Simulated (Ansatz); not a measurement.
**CH₅ClSi: up Jacob's ladder to CCSD(T)**

Aim: compute CH₅ClSi with functionals from several rungs and with coupled cluster. The yardstick is the atomisation energy at the CCSD(T) limit.

Computed with Ansatz 0.2.0, Gaussian basis. Level: functionals in def2-TZVPP, the program's frozen cores in correlated methods.

Plan: LDA (SPW92), PBE-D4, revPBE-D4, BLYP-D4, r2SCAN-D4, B97M-V, PBE0-D4, B3LYP-D4, r2SCANh-D4, r2SCAN0-D4, HSE06-D4, BHLYP-D4, CAM-B3LYP-D4, LC-ωPBE, ωB97X-V, ωB97M-V, B2PLYP, PBE-QIDH; CCSD(T)/def2-SVP; CCSD(T)/def2-TZVPP; MP2/def2-QZVPP; extrapolation to the limit; RPA on PBE.

### 1 The geometry

The geometry comes from an earlier relaxation with PBE0-D4 in a triple-zeta def2 set; it is a stationary point, not always the lowest conformer.

SMILES `C[SiH2]Cl`, 8 atoms, charge 0, spin multiplicity 1.

Atoms are counted from 1 here; the program's logs count them from 0.

Bond lengths: C1–Si2 1.857 Å, C1–H4 1.094 Å, C1–H5 1.092 Å, C1–H6 1.092 Å, Si2–Cl3 2.062 Å, Si2–H7 1.483 Å, Si2–H8 1.483 Å. Angles: Si2–C1–H4 110.0°, Si2–C1–H5 110.8°, Si2–C1–H6 110.8°, H4–C1–H5 108.4°, H4–C1–H6 108.4°, H5–C1–H6 108.5°, C1–Si2–Cl3 109.6°, C1–Si2–H7 111.5°, C1–Si2–H8 111.6°, Cl3–Si2–H7 107.2°, Cl3–Si2–H8 107.2°, H7–Si2–H8 109.5°.

### 2 LDA

This LDA is Slater exchange with PW92 correlation.

Contents of in.yaml:

```yaml
crystal:
  periodic: [false, false, false]
  atoms:
    - {symbol: C, position_ang: [-0.612048, 0.785387, -0.172981]}
    - {symbol: Si, position_ang: [0.439656, -0.728789, 0.049345]}
    - {symbol: Cl, position_ang: [1.888048, -0.363915, 1.471107]}
    - {symbol: H, position_ang: [-1.381260, 0.598876, -0.927632]}
    - {symbol: H, position_ang: [-0.006517, 1.632718, -0.500579]}
    - {symbol: H, position_ang: [-1.105778, 1.054797, 0.762754]}
    - {symbol: H, position_ang: [1.139105, -1.095528, -1.206346]}
    - {symbol: H, position_ang: [-0.361217, -1.883555, 0.524323]}
basis:
  gaussian: {orbitals: def2-TZVPP}
hamiltonian: {xc: lda}
output: {orbitals: {seedname: orbitals}}
```

Further steps of the session: PBE-D4 (GGA); revPBE-D4 (GGA); BLYP-D4 (GGA); r2SCAN-D4 (meta-GGA); B97M-V (meta-GGA); PBE0-D4 (hybrid); B3LYP-D4 (hybrid); r2SCANh-D4 (hybrid); r2SCAN0-D4 (hybrid); HSE06-D4 (hybrid); BHLYP-D4 (hybrid); CAM-B3LYP-D4 (range-separated); LC-ωPBE-D4 (range-separated); ωB97X-V (range-separated); ωB97M-V (range-separated); B2PLYP (double hybrid); PBE-QIDH (double hybrid); CCSD(T) in def2-SVP; CCSD(T) in def2-TZVPP; MP2 in def2-QZVPP; RPA on PBE orbitals.

**Question.** What will the summary of the whole plan be? Wanted: atomisation energy, CCSD(T)/CBS; farthest beyond LDA; mean size of error, GGA; mean size of error, meta-GGA; mean size of error, hybrid; mean size of error, range-separated; mean size of error, double hybrid; gap, smallest and largest; T1 diagnostic.

As calculated:

| quantity | value |
| --- | --- |
| atomisation energy, CCSD(T)/CBS | 2706.3 kJ/mol |
| functionals within 13.5 kJ/mol (0.5 %) | PBE-D4, r2SCAN-D4, B97M-V, B3LYP-D4, r2SCANh-D4, CAM-B3LYP-D4, ωB97X-V, ωB97M-V |
| farthest beyond LDA | revPBE-D4 (-49.1 kJ/mol) |
| mean size of error, GGA | 31.5 kJ/mol |
| mean size of error, meta-GGA | 6.6 kJ/mol |
| mean size of error, hybrid | 19.0 kJ/mol |
| mean size of error, range-separated | 11.5 kJ/mol |
| mean size of error, double hybrid | 28.7 kJ/mol |
| gap, smallest and largest | 6.76 eV (LDA (SPW92)), 14.19 eV (LC-ωPBE) |
| T1 diagnostic | 0.0087 |
| triples share of the correlation energy | 3.6 % |

What this shows: The LDA atomisation energy is off by 290.1 kJ/mol (11 %): it overbinds. PBE-D4 misses by -4.3 kJ/mol. Double hybrids carry the basis error of their MP2 part in triple zeta, and no dispersion term here, so their miss is partly the set-up's. The rungs meta-GGA, range-separated miss on average by less than the doubt on the reference (13.5 kJ/mol), so they tie. Misses under about 13.5 kJ/mol are within the doubt on the reference itself, which lacks core-valence correlation, relativity and higher excitations. Hartree-Fock recovers 77 % of the binding; the rest is correlation. CCSD(T) in def2-SVP is off by -164.1 kJ/mol, more than most functionals: a good method in a small basis is no reference. Orbital gaps span 6.8 to 14.2 eV; exact exchange widens them.
